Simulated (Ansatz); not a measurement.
Cartesian coordinates in Å:
```
O -1.300 -1.360 0.117
C -0.893 -0.264 -0.098
C 0.562 0.145 0.172
F 1.218 -0.773 0.861
F 0.578 1.292 0.863
Cl 1.337 0.401 -1.399
H -1.503 0.559 -0.517
```

The species carries charge 0 and has multiplicity 1.

(1) List the PBE0/def2-TZVPP orbital energies in eV (the Gaussian-basis code of Ansatz). (Best estimate.)

Answers

(1) Ansatz gave: Occupied: -2768.54, -675.68, -675.64, -523.96, -284.99, -281.84, -260.38, -198.72, -198.49, -198.48, -36.81, -35.03, -30.86, -25.15, -21.05, -18.52, -17.12, -16.13, -15.90, -14.01, -13.42, -13.34, -12.75, -12.31, -11.72, -10.14, -10.05, -8.60. Lowest empty: -2.07, 0.30, 1.73, 2.27, 3.07, 4.26, 4.74, 5.47.
